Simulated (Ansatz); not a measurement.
**CH₂B (sextet): from Hartree-Fock to the top rungs, def2-TZVPP**

One table from this session's results is given with a row withheld; the runs are named, their logs left out.

Computed with Ansatz 0.2.0, Gaussian basis. Level: def2-TZVPP, core rule «outside noble gas», up to 2 orbitals frozen.

The runs, in order: UHF; ROHF; CCSD(T) on UHF.

### The geometry

The geometry is a PBE0/def2-TZVP stationary point (not a proven minimum) of the parent state, kept for this charge and spin.

4 atoms, charge 0, spin multiplicity 6.

Atoms are counted from 1 here; the program's logs count them from 0.

Bond lengths: B1–C2 1.505 Å, C2–H3 1.092 Å, C2–H4 1.092 Å. Angles: B1–C2–H3 123.3°, B1–C2–H4 123.3°, H3–C2–H4 113.4°.

The first run:

Contents of in.yaml:

```yaml
crystal:
  periodic: [false, false, false]
  atoms:
    - {symbol: B, position_ang: [0.000000, 0.000000, 0.898833]}
    - {symbol: C, position_ang: [0.000000, 0.000000, -0.606573]}
    - {symbol: H, position_ang: [0.000000, -0.912704, -1.206376]}
    - {symbol: H, position_ang: [0.000000, 0.912704, -1.206376]}
basis:
  gaussian: {orbitals: def2-TZVPP}
magnetization: {spin_polarized: true, initial_magnetization: 5}
hamiltonian: {xc: hf}
output: {orbitals: {seedname: orbitals}}
```

The run is started by

```bash
$ ansatz run in.yaml --threads 1 --pin off --events-out ev --progress --plain --max-ram 4096MiB --backend cpu
```

Steps of the session up to this table: UHF; ROHF; CCSD(T) on UHF.

One of the session's tables, all rows but one given; the rest of the session is left out.

```
  method  from UCCSD(T) (meV)
    ROHF              +5016.3
     UHF                    ?
    UMP2               +846.7
   UCCSD               +137.7
UCCSD(T)                    0
```

Q: Estimate the row for UHF from the others.

The run gave: from UCCSD(T) (meV): +4901.5. In the column «from UCCSD(T) (meV)» it lies between UMP2 (+846.7) and ROHF (+5016.3).
